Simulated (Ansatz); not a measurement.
Basis-set extrapolation for silicon tetrafluoride, F4Si (PBE0-D4/def2-TZVP geometry, frozen core, Ansatz 0.2.0). Multiplicity 1, RHF reference.

|  | def2-TZVPP | def2-QZVPP |
| --- | --- | --- |
| HF | -687.180725 | -687.210676 |
| MP2 correlation | -1.101767 | -1.209124 |
| CCSD(T) correlation | -1.132840 | not run |

Energies in hartree. Use E(X) = E(∞) + A·exp(−7.88·√X) for Hartree–Fock and E(X) = E(∞) + B·X^(−2.97) for correlation, with X = 3 and 4, and add CCSD(T) minus MP2 of the smaller set to the MP2 limit.

Q: What is the CCSD(T) energy at the basis-set limit?

A: HF limit: -687.210676 + (-0.029951) × 0.13774 = -687.21480. MP2 limit: -1.209124 + (-0.107357) × 0.74074 = -1.28865. Higher-order term: -1.132840 − (-1.101767) = -0.03107. Total: -688.53452 hartree, 580.1 kJ/mol below CCSD(T)/def2-TZVPP.
